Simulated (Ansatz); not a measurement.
`F[SiH2][SiH3]` + F• → `F[SiH][SiH3]`• + H–F  (hydrogen abstraction from the Si–H bond)

Gas-phase electronic energies from Ansatz, PBE0-D4/def2-TZVP geometries. CCSD(T)/CBS is the MP2 limit (def2-TZVPP, def2-QZVPP) plus CCSD(T) − MP2 in def2-TZVPP, frozen cores. This one scheme is used for every species, atoms too. Functionals use def2-TZVPP. HSE06 is defined as in plane-wave codes. Open shells (•) are unrestricted, without spin–orbit coupling. Spin–orbit coupling would lower the free atoms: a little for F.

`F[SiH2][SiH3]`:

Cartesian coordinates in Å:
```
F 1.432 -1.658 0.586
Si 1.139 -0.206 -0.038
Si -1.161 0.236 0.027
H 1.903 0.790 0.757
H 1.650 -0.203 -1.434
H -1.912 -0.767 -0.772
H -1.391 1.587 -0.554
H -1.660 0.221 1.427
```

`F[SiH][SiH3]`•:

```xyz
7

F     0.721    1.734   -1.515
Si   -0.194    1.360   -0.245
Si    0.211   -0.833    0.465
H    -1.611    1.617   -0.642
H    -0.700   -1.080    1.614
H    -0.047   -1.846   -0.596
H     1.620   -0.952    0.919
```

H–F:

Z-matrix (Å, degrees):
```
F
H 1 0.920
```

```json
{"level": "B97M-V", "ΔE (kcal/mol)": "-43.3"}
{"level": "HSE06-D4", "ΔE (kcal/mol)": "-46.0"}
{"level": "CAM-B3LYP-D4", "ΔE (kcal/mol)": "-44.9"}
{"level": "PBE", "ΔE (kcal/mol)": "-52.3"}
{"level": "PBE0", "ΔE (kcal/mol)": "-45.9"}
{"level": "BHLYP", "ΔE (kcal/mol)": "-36.8"}
{"level": "CCSD/def2-TZVPP", "ΔE (kcal/mol)": "-41.5"}
{"level": "HF/CBS(def2)", "ΔE (kcal/mol)": "-21.0"}
```

Problem. What does CCSD(T)/CBS give? (An estimate is asked.)

Solution. The calculation gave: -46.2 kcal/mol. The listed levels differ from it by 2.9, 0.2, 1.3, -6.1, 0.3, 9.4, 4.7, 25.2 kcal/mol.

Largest T1 diagnostic among the species: 0.015.

From r2SCAN to r2SCAN0 (25 % exact exchange), in def2-TZVPP and without D4, ΔE moves by +4.4 kcal/mol. At CCSD(T), def2-SVP lies +9.6 kcal/mol from the extrapolated value and def2-TZVPP +3.0 kcal/mol.

CCSD(T)/CBS has its own doubt, a few kJ/mol and more with outer-core shells, so smaller differences from it don't rank the levels.
